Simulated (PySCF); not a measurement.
**State search for NaB**

Unrestricted PBE0; basis Na def2-TZVP, B def2-TZVP; no relativity; PySCF 2.14. Outer shells of the fragments: Na 3s1; B 2s2 2p1.

Followed along the bond (rough minima from three points):

```
2Ms+1  unpaired  ⟨S²⟩ at the start  R at minimum (Å)  Te (eV)
    3  σ ↑, π ↑               2.01              2.49     0.00
    1  σ ↓, π ↑               1.01              2.53     0.22
    1      none               0.00              2.70     0.39
    3      π ↑↑               2.01              2.28     0.60
    1      π ↑↓               1.01              2.28     0.81
```

Solutions found at the starting distance of 2.390 Å, counted from the lowest of them; the search is not exhaustive and high or unbound solutions are not listed, so other states can lie among these:

| 2Ms+1 | unpaired | term | E (eV) | ⟨S²⟩ | ⟨Lz²⟩ | μ (D) |
| --- | --- | --- | --- | --- | --- | --- |
| 3 | σ ↑, π ↑ | ³Π | 0.00 | 2.01 | 1.01 | -5.89 |
| 1 | σ ↓, π ↑ | mixed | 0.23 | 1.01 | 1.01 | -5.65 |
| 1 | none | ¹Σ⁺ | 0.54 | 0.00 | 0.00 | -4.28 |
| 3 | π ↑↑ | ³Σ⁻ | 0.61 | 2.01 | 0.00 | -7.58 |
| 1 | π ↑↓ | mixed | 0.83 | 1.01 | 2.02 | -7.46 |
| 3 | σ ↑↑ | ³Σ⁺ | 1.49 | 2.00 | 0.00 | 4.15 |
| 1 | none | mixed | 1.69 | 0.00 | 2.00 | -6.71 |
| 3 | π ↑↑ | mixed | 3.34 | 2.01 | 2.01 | 2.49 |

A term symbol is given only where ⟨S²⟩ and ⟨Lz²⟩ are close to those of a pure state; real π, δ and φ orbitals otherwise mix terms. A positive dipole means Na(−)B(+).

Counting both spins, an empty level lies below a filled one in some of these solutions, because spin and occupation are held.
